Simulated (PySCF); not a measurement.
Compound: C3FN2 (charge -1).
Geometry (PBE0-D3(BJ)/def2-SVP, Å), atoms numbered from 1 in this order:
```xyz
6
C3FN2 angstrom
N     -2.274   -0.812   -0.065
C     -1.228   -0.272   -0.059
C      0.002    0.372   -0.052
F      0.001    1.749   -0.212
C      1.231   -0.254    0.106
N      2.275   -0.780    0.239
```

The closed-shell ground state was solved at several levels (PySCF, density fitting, gas phase, non-relativistic). The geometry's basis has no diffuse functions, a weakness for an anion. No diffuse functions stand in pcJ-1, pcSseg-1 and pcSseg-2, which bears on an anion's orbital energies.

| level | basis functions | total energy (Eh) | HOMO (eV) | LUMO (eV) | gap (eV) |
| --- | --- | --- | --- | --- | --- |
| wB97X-D/pcSseg-2 | 216 | -323.6682 | -2.64 | 5.62 | 8.26 |
| CAM-B3LYP/def2-SVPD | 123 | -323.3039 | -2.16 | 4.80 | 6.96 |
| B3LYP/pcJ-1 | 162 | -323.6638 | -0.48 | 3.86 | 4.34 |

Q: Estimate the row for PBE0/pcSseg-1, a basis of 102 functions; the other rows only guide the guess.

A: Total energy -323.2690 Eh, HOMO -0.69 eV, LUMO 4.05 eV, gap 4.74 eV.

Q: Over all these levels, which gives the widest orbital gap and which the narrowest?

A: wB97X-D/pcSseg-2 (range-separated hybrid) has the widest, 8.26 eV, and B3LYP/pcJ-1 (global hybrid, 20 % exact exchange) the narrowest, 4.34 eV. Functional and basis both differ between the two, so the spread mixes both effects.

The pairwise dispersion term of wB97X-D wasn't added to the energies; at a given geometry it leaves orbitals and properties as they are.
